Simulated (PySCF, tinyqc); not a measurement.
Inside a calculation. Method: RKS/BLYP in the sto-6g basis, for CH2, spin multiplicity 1. The lowest restricted solution is unstable here: a spin-polarised one lies 0.0158 hartree lower (PySCF). One step of it, computed by the program tinyqc.

Problem. Iteration 1: building the Kohn-Sham matrix. J_ij = sum D_kl (ij|kl); F = H + J + V_xc; E = tr D H + tr D J / 2 + E_xc + E_nn.

D at the start:
```
,1C 1s,1C 2s,1C 2px,1C 2py,1C 2pz,2H 1s,3H 1s
1C 1s,0.025263,-0.142752,0.000000,0.003909,0.150557,0.079352,0.087926
1C 2s,-0.142752,0.951783,0.000000,-0.048711,-0.487117,-0.813078,-0.945675
1C 2px,0.000000,0.000000,2.000000,0.000000,0.000000,0.000000,0.000000
1C 2py,0.003909,-0.048711,0.000000,0.329068,-0.020586,-0.645396,0.733763
1C 2pz,0.150557,-0.487117,0.000000,-0.020586,1.809787,-0.491789,-0.555443
2H 1s,0.079352,-0.813078,0.000000,-0.645396,-0.491789,2.788002,-0.024343
3H 1s,0.087926,-0.945675,0.000000,0.733763,-0.555443,-0.024343,2.951235
```

core Hamiltonian H = T + V (hartree):
```
,1C 1s,1C 2s,1C 2px,1C 2py,1C 2pz,2H 1s,3H 1s
1C 1s,-18.776758,-4.314901,0.000000,0.000952,-0.015298,-0.727830,-0.826055
1C 2s,-4.314901,-5.494468,0.000000,0.008155,-0.158195,-1.802211,-1.962398
1C 2px,0.000000,0.000000,-4.444739,0.000000,0.000000,0.000000,0.000000
1C 2py,0.000952,0.008155,0.000000,-4.570586,0.004299,-1.303921,1.394492
1C 2pz,-0.015298,-0.158195,0.000000,0.004299,-4.506888,-0.948673,-1.013133
2H 1s,-0.727830,-1.802211,0.000000,-1.303921,-0.948673,-3.160904,-0.473518
3H 1s,-0.826055,-1.962398,0.000000,1.394492,-1.013133,-0.473518,-3.263428
```

Two-electron integrals (ij|kl) in chemists' order, unique and non-zero (hartree):
```
i,j,k,l,(ij|kl)
1,1,1,1,3.543743
2,1,1,1,0.529462
2,1,2,1,0.100317
2,2,1,1,0.853596
2,2,2,1,0.199930
2,2,2,2,0.624844
3,1,3,1,0.021271
3,2,3,1,0.031868
3,2,3,2,0.138108
3,3,1,1,0.853598
3,3,2,1,0.199930
3,3,2,2,0.624843
3,3,3,3,0.673218
4,1,4,1,0.021271
4,2,4,1,0.031868
4,2,4,2,0.138108
4,3,4,3,0.036281
4,4,1,1,0.853598
4,4,2,1,0.199930
4,4,2,2,0.624843
4,4,3,3,0.600655
4,4,4,4,0.673218
5,1,5,1,0.021271
5,2,5,1,0.031868
5,2,5,2,0.138108
5,3,5,3,0.036281
5,4,5,4,0.036281
5,5,1,1,0.853598
5,5,2,1,0.199930
5,5,2,2,0.624843
5,5,3,3,0.600655
5,5,4,4,0.600655
5,5,5,5,0.673218
6,1,1,1,0.093108
6,1,2,1,0.016995
6,1,2,2,0.033363
6,1,3,3,0.033238
6,1,4,1,0.000912
6,1,4,2,0.001776
6,1,4,4,0.033489
6,1,5,1,0.000641
6,1,5,2,0.001249
6,1,5,4,0.000177
6,1,5,5,0.033362
6,1,6,1,0.002961
6,2,1,1,0.240161
6,2,2,1,0.057179
6,2,2,2,0.198961
6,2,3,3,0.194092
6,2,4,1,0.004759
6,2,4,2,0.032766
6,2,4,4,0.203869
6,2,5,1,0.003345
6,2,5,2,0.023033
6,2,5,4,0.006873
6,2,5,5,0.198923
6,2,6,1,0.010020
6,2,6,2,0.086679
6,3,3,1,0.005885
6,3,3,2,0.030780
6,3,4,3,0.006266
6,3,5,3,0.004405
6,3,6,3,0.010048
6,4,1,1,0.175380
6,4,2,1,0.042311
6,4,2,2,0.155747
6,4,3,3,0.148094
6,4,4,1,0.008871
6,4,4,2,0.054113
6,4,4,4,0.167605
6,4,5,1,0.002099
6,4,5,2,0.016401
6,4,5,4,0.009310
6,4,5,5,0.151542
6,4,6,1,0.007744
6,4,6,2,0.080385
6,4,6,4,0.083190
6,5,1,1,0.123280
6,5,2,1,0.029742
6,5,2,2,0.109480
6,5,3,3,0.104100
6,5,4,1,0.002099
6,5,4,2,0.016401
6,5,4,4,0.109005
6,5,5,1,0.007360
6,5,5,2,0.042309
6,5,5,4,0.009714
6,5,5,5,0.115334
6,5,6,1,0.005444
6,5,6,2,0.056505
6,5,6,4,0.051414
6,5,6,5,0.046189
6,6,1,1,0.405412
6,6,2,1,0.098371
6,6,2,2,0.389664
6,6,3,3,0.369829
6,6,4,1,0.009619
6,6,4,2,0.090273
6,6,4,4,0.409655
6,6,5,1,0.006762
6,6,5,2,0.063456
6,6,5,4,0.027995
6,6,5,5,0.389508
6,6,6,1,0.017478
6,6,6,2,0.222287
6,6,6,4,0.226894
6,6,6,5,0.159491
6,6,6,6,0.774999
7,1,1,1,0.105789
7,1,2,1,0.019302
7,1,2,2,0.037867
7,1,3,3,0.037725
7,1,4,1,-0.001036
7,1,4,2,-0.002012
7,1,4,4,0.038011
7,1,5,1,0.000728
7,1,5,2,0.001414
7,1,5,4,-0.000201
7,1,5,5,0.037866
7,1,6,1,0.003264
7,1,6,2,0.010665
7,1,6,4,0.007529
7,1,6,5,0.005806
7,1,6,6,0.018291
7,1,7,1,0.003819
7,2,1,1,0.263076
7,2,2,1,0.062585
7,2,2,2,0.216613
7,2,3,3,0.211385
7,2,4,1,-0.005211
7,2,4,2,-0.035350
7,2,4,4,0.221885
7,2,5,1,0.003661
7,2,5,2,0.024836
7,2,5,4,-0.007377
7,2,5,5,0.216568
7,2,6,1,0.010285
7,2,6,2,0.066335
7,2,6,4,0.044753
7,2,6,5,0.042072
7,2,6,6,0.130976
7,2,7,1,0.012443
7,2,7,2,0.101026
7,3,3,1,0.006570
7,3,3,2,0.033995
7,3,4,3,-0.006827
7,3,5,3,0.004796
7,3,6,3,0.007249
7,3,7,3,0.011995
7,4,1,1,-0.188853
7,4,2,1,-0.045541
7,4,2,2,-0.166817
7,4,3,3,-0.158558
7,4,4,1,0.009805
7,4,4,2,0.058888
7,4,4,4,-0.179659
7,4,5,1,-0.002273
7,4,5,2,-0.017489
7,4,5,4,0.010028
7,4,5,5,-0.162234
7,4,6,1,-0.007126
7,4,6,2,-0.043722
7,4,6,4,-0.023306
7,4,6,5,-0.027253
7,4,6,6,-0.081243
7,4,7,1,-0.009474
7,4,7,2,-0.092263
7,4,7,4,0.094674
7,5,1,1,0.132682
7,5,2,1,0.031996
7,5,2,2,0.117201
7,5,3,3,0.111398
7,5,4,1,-0.002273
7,5,4,2,-0.017489
7,5,4,4,0.116630
7,5,5,1,0.008167
7,5,5,2,0.046282
7,5,5,4,-0.010503
7,5,5,5,0.123573
7,5,6,1,0.005512
7,5,6,2,0.041583
7,5,6,4,0.027512
7,5,6,5,0.033055
7,5,6,6,0.086675
7,5,7,1,0.006656
7,5,7,2,0.064821
7,5,7,4,-0.058088
7,5,7,5,0.052805
7,6,1,1,0.057660
7,6,2,1,0.013804
7,6,2,2,0.050273
7,6,3,3,0.048807
7,6,4,1,0.000016
7,6,4,2,0.000164
7,6,4,4,0.050150
7,6,5,1,0.001296
7,6,5,2,0.009687
7,6,5,4,0.000048
7,6,5,5,0.051862
7,6,6,1,0.002366
7,6,6,2,0.020010
7,6,6,4,0.016219
7,6,6,5,0.014277
7,6,6,6,0.048957
7,6,7,1,0.002683
7,6,7,2,0.021404
7,6,7,4,-0.016934
7,6,7,5,0.015080
7,6,7,6,0.005760
7,7,1,1,0.422414
7,7,2,1,0.102438
7,7,2,2,0.403066
7,7,3,3,0.382187
7,7,4,1,-0.010328
7,7,4,2,-0.094650
7,7,4,4,0.424122
7,7,5,1,0.007256
7,7,5,2,0.066498
7,7,5,4,-0.029462
7,7,5,5,0.402887
7,7,6,1,0.016773
7,7,6,2,0.124223
7,7,6,4,0.078650
7,7,6,5,0.083306
7,7,6,6,0.255038
7,7,7,1,0.020685
7,7,7,2,0.242709
7,7,7,4,-0.244373
7,7,7,5,0.171689
7,7,7,6,0.048957
7,7,7,7,0.774999
```

nuclear repulsion = 5.28035599 hartree

V_xc (hartree):
```
,1C 1s,1C 2s,1C 2px,1C 2py,1C 2pz,2H 1s,3H 1s
1C 1s,-0.755107,-0.160035,0.000000,0.000438,0.000723,-0.026510,-0.030127
1C 2s,-0.160035,-0.514844,0.000000,0.001576,0.044940,-0.173068,-0.188745
1C 2px,0.000000,0.000000,-0.554211,0.000000,0.000000,0.000000,0.000000
1C 2py,0.000438,0.001576,0.000000,-0.450653,0.000818,-0.143473,0.154504
1C 2pz,0.000723,0.044940,0.000000,0.000818,-0.539689,-0.099924,-0.106968
2H 1s,-0.026510,-0.173068,0.000000,-0.143473,-0.099924,-0.536127,-0.043530
3H 1s,-0.030127,-0.188745,0.000000,0.154504,-0.106968,-0.043530,-0.538048
```

E_xc = sum of w rho eps_xc = -3.55520774 hartree

Give: Coulomb J; Kohn-Sham matrix F; total energy of this density.

Solution.

Coulomb J (hartree):
```
,1C 1s,1C 2s,1C 2px,1C 2py,1C 2pz,2H 1s,3H 1s
1C 1s,5.031,1.187,0.000,-0.001,-0.019,0.197,0.224
1C 2s,1.187,4.014,0.000,-0.007,0.024,1.422,1.542
1C 2px,0.000,0.000,3.993,0.000,0.000,0.000,0.000
1C 2py,-0.001,-0.007,0.000,4.005,-0.003,1.174,-1.254
1C 2pz,-0.019,0.024,0.000,-0.003,4.043,0.842,0.898
2H 1s,0.197,1.422,0.000,1.174,0.842,3.505,0.376
3H 1s,0.224,1.542,0.000,-1.254,0.898,0.376,3.554
```

Kohn-Sham matrix F (hartree):
```
,1C 1s,1C 2s,1C 2px,1C 2py,1C 2pz,2H 1s,3H 1s
1C 1s,-14.501,-3.288,0.000,0.000,-0.034,-0.557,-0.632
1C 2s,-3.288,-1.996,0.000,0.002,-0.089,-0.553,-0.609
1C 2px,0.000,0.000,-1.005,0.000,0.000,0.000,0.000
1C 2py,0.000,0.002,0.000,-1.017,0.002,-0.274,0.295
1C 2pz,-0.034,-0.089,0.000,0.002,-1.003,-0.206,-0.223
2H 1s,-0.557,-0.553,0.000,-0.274,-0.206,-0.192,-0.141
3H 1s,-0.632,-0.609,0.000,0.295,-0.223,-0.141,-0.247
```

total energy of this density = -12.34569 hartree

This density is the starting one.
